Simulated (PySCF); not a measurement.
**S2O (Disulfur monoxide) at B2PLYP/STO-6G**

What is the vertical ionisation energy of S2O (Disulfur monoxide) at B2PLYP/STO-6G? The job is set up through a Python script.

Program for the calculation: PySCF 2.14.0.

8 further runs of the same task are left out: 8 set aside as unsound or not needed.

## Step 1: The molecule

The species is S2O (3 atoms), meant as a singlet with charge 0. As SMILES, `O=S=S`. The coordinates come from a PBE0-D4/def2-TZVP relaxation.

Bond lengths: O1–S2 1.453 Å, S2–S3 1.880 Å. Angles: O1–S2–S3 117.8°.

## Step 2: The energy at B2PLYP/STO-6G

The input, mol.xyz:

```xyz
3
OS2
O      0.451630     1.204020     0.493170
S      0.529120    -0.205510     0.148940
S     -0.980740    -0.998510    -0.642110
```

The input, input.py:

```python
from pyscf import gto, dft, mp

system = gto.Mole()
system.atom = 'mol.xyz'
system.spin = 0
system.max_memory = 1860
system.verbose = 4
system.basis = 'sto-6g'
system.build()

mf = dft.RKS(system)
mf.xc = '0.53*HF + 0.47*B88, 0.73*LYP'
mf.conv_tol = 1e-10
mf.grids.level = 5
mf.kernel()
if not mf.converged:
    mf = mf.newton().run(mf.mo_coeff, mf.mo_occ)

pt = mp.MP2(mf, frozen=11).run()
e_tot = mf.e_tot + 0.27 * pt.e_corr
print('PT2 part  %.8f' % (0.27 * pt.e_corr))
print('Final energy', e_tot)
```

On the command line:

```sh
OMP_NUM_THREADS=1 python input.py
```

What it wrote:

```text
PySCF version 2.14.0

[INPUT] num. atoms = 3
[INPUT] num. electrons = 40
[INPUT] charge = 0
[INPUT] spin (= nelec alpha-beta = 2S) = 0
[INPUT] symmetry False subgroup None
[INPUT] Mole.unit = angstrom
[INPUT] Symbol           X                Y                Z      unit          X                Y                Z       unit  Magmom
[INPUT]  1 O      0.451630000000   1.204020000000   0.493170000000 AA    0.853457009637   2.275268048499   0.931956232852 Bohr   0.0
[INPUT]  2 S      0.529120000000  -0.205510000000   0.148940000000 AA    0.999891887030  -0.388357615859   0.281455808993 Bohr   0.0
[INPUT]  3 S     -0.980740000000  -0.998510000000  -0.642110000000 AA   -1.853329999406  -1.886910432639  -1.213412041844 Bohr   0.0

nuclear repulsion = 142.34172430843
number of shells = 13
number of NR pGTOs = 138
number of NR cGTOs = 23
basis = sto-6g
ecp = {}

******** <class 'pyscf.dft.rks.RKS'> ********
method = RKS
initial guess = minao
damping factor = 0
level_shift factor = 0
DIIS = <class 'pyscf.scf.diis.CDIIS'>
diis_start_cycle = 1
diis_space = 8
diis_damp = 0
SCF conv_tol = 1e-10
SCF conv_tol_grad = None
SCF max_cycles = 50
direct_scf = True
direct_scf_tol = 1e-13
XC library pyscf.dft.libxc version 7.0.0
    S. Lehtola, C. Steigemann, M. J.T. Oliveira, and M. A.L. Marques.,  SoftwareX 7, 1–5 (2018)
XC functionals = 0.53*HF + 0.47*B88, 0.73*LYP
    A. D. Becke.,  Phys. Rev. A 38, 3098 (1988)
    C. Lee, W. Yang, and R. G. Parr.,  Phys. Rev. B 37, 785 (1988)
    B. Miehlich, A. Savin, H. Stoll, and H. Preuss.,  Chem. Phys. Lett. 157, 200 (1989)
radial grids:
    Treutler-Ahlrichs [JCP 102, 346 (1995); DOI:10.1063/1.469408] (M4) radial grids

becke partition: Becke, JCP 88, 2547 (1988); DOI:10.1063/1.454033
pruning grids: <function nwchem_prune>
grids dens level: 5
symmetrized grids: False
atomic radii adjust function: <function treutler_atomic_radii_adjust>
small_rho_cutoff = 0
Set gradient conv threshold to 1e-05
Initial guess from minao.
tot grids = 129080
init E= -868.294152706961
  HOMO = -0.252589375837586  LUMO = -0.128373390275133  gap/eV = 3.38009
cycle= 1 E= -867.673030439089  delta_E= 0.621  |g|= 0.663  |ddm|= 3.07
  HOMO = -0.0549604546461113  LUMO = 0.0942649124753662  gap/eV = 4.06063
cycle= 2 E= -867.386685073666  delta_E= 0.286  |g|= 1.24  |ddm|= 2.48
  HOMO = -0.114420738157495  LUMO = 0.0364559254007706  gap/eV = 4.10556
cycle= 3 E= -867.752106692934  delta_E= -0.365  |g|=  0.5  |ddm|= 2.08
  HOMO = -0.168307964092964  LUMO = 0.0456567148865517  gap/eV = 5.82228
cycle= 4 E= -867.854666619472  delta_E= -0.103  |g|= 0.0953  |ddm|= 0.983
  HOMO = -0.167428497452804  LUMO = 0.0507558284392545  gap/eV = 5.93710
cycle= 5 E= -867.857772059412  delta_E= -0.00311  |g|= 0.0126  |ddm|= 0.127
  HOMO = -0.167098565647911  LUMO = 0.0505651546932016  gap/eV = 5.92293
cycle= 6 E= -867.857843533173  delta_E= -7.15e-05  |g|= 0.00245  |ddm|= 0.0292
  HOMO = -0.166832768501831  LUMO = 0.0504034940454149  gap/eV = 5.91130
cycle= 7 E= -867.857847719913  delta_E= -4.19e-06  |g|= 0.00103  |ddm|= 0.0113
  HOMO = -0.166763380856366  LUMO = 0.05043643961382  gap/eV = 5.91031
cycle= 8 E= -867.85784809743  delta_E= -3.78e-07  |g|= 8.14e-05  |ddm|= 0.0017
  HOMO = -0.166759760833771  LUMO = 0.0504454122970471  gap/eV = 5.91045
cycle= 9 E= -867.857848100422  delta_E= -2.99e-09  |g|= 1.15e-05  |ddm|= 0.000193
  HOMO = -0.166759957755902  LUMO = 0.0504449340695712  gap/eV = 5.91045
cycle= 10 E= -867.85784810049  delta_E= -6.8e-11  |g|= 1.26e-06  |ddm|= 3.27e-05
  HOMO = -0.166759819377647  LUMO = 0.0504447357236891  gap/eV = 5.91044
Extra cycle  E= -867.85784810049  delta_E= -2.27e-13  |g|= 2.24e-06  |ddm|= 5.56e-06
converged SCF energy = -867.85784810049

******** <class 'pyscf.mp.mp2.RMP2'> ********
nocc = 9, nmo = 12
frozen orbitals 11
E(RMP2) = -868.109576579931  E_corr = -0.251728479440629
E(SCS-RMP2) = -868.109465565338  E_corr = -0.251617464847873
E_corr(same-spin) = -0.0582192813240939
E_corr(oppo-spin) = -0.193509198116535
PT2 part  -0.06796669
Final energy -867.9258147899394
```

Wall time 3.9 s (1 thread of Arm Neoverse V1, shared host); peak memory 0.21 GiB.

## Step 3: The doublet cation, same level

The input, job.py:

```python
from pyscf import gto, dft, mp

molecule = gto.M(
    atom='''
O        0.451630       1.204020       0.493170
S        0.529120      -0.205510       0.148940
S       -0.980740      -0.998510      -0.642110
''',
    basis='sto-6g',
    verbose=3,
    spin=1,
    charge=1,
    max_memory=1860,
)

mf = dft.UKS(molecule, xc='0.53*HF + 0.47*B88, 0.73*LYP')
mf.conv_tol = 1e-10
mf.grids.level = 5
mf.kernel()
if not mf.converged:
    mf = mf.newton().run(mf.mo_coeff, mf.mo_occ)

pt = mp.MP2(mf, frozen=11).run()
etot = mf.e_tot + 0.27 * pt.e_corr
print('PT2 part  %.8f' % (0.27 * pt.e_corr))
print('Final energy', etot)
```

On the command line:

```sh
OMP_NUM_THREADS=1 python job.py
```

What it wrote:

```text
WARN: HOMO -0.252589375837595 >= LUMO -0.252589375837587

converged SCF energy = -867.627101239643  <S^2> = 0.76396007  2S+1 = 2.0139117
E(UMP2) = -867.864326550882  E_corr = -0.237225311238956
E(SCS-UMP2) = -867.861110542364  E_corr = -0.234009302720376
PT2 part  -0.06405083
Final energy -867.691152073678
```

Wall time 7.5 s (1 thread of Arm Neoverse V1, shared host); peak memory 0.22 GiB.

## Step 4: Outcome

At B2PLYP/STO-6G, 11 core orbitals frozen:

| quantity | value |
| --- | --- |
| singlet S2O: total energy | -867.92581 Eh |
| singlet S2O: dipole moment (SCF part) | 1.22 D |
| singlet S2O: HOMO energy (SCF part's orbitals) | -4.54 eV |
| singlet S2O: LUMO energy (SCF part's orbitals) | 1.37 eV |
| singlet S2O: HOMO–LUMO gap (SCF part's orbitals) | 5.91 eV |
| doublet cation: total energy | -867.69115 Eh |
| doublet cation: HOMO energy (SCF part's orbitals) (highest over α and β) | -14.17 eV |
| doublet cation: LUMO energy (SCF part's orbitals) (lowest over α and β) | -7.95 eV |
| doublet cation: ⟨S²⟩ | 0.764 |
| vertical ionisation energy (to the doublet cation) | 6.385 eV |

In words: The vertical ionisation energy comes to 6.39 eV (147 kcal/mol). −ε(HOMO) before ionisation, 4.54 eV, is 1.85 eV below this ionisation energy. In a minimal basis such a difference can be off by several eV, whatever the method. Mulliken charges (singlet S2O) run from -0.37 on O1 to +0.50 on S2.
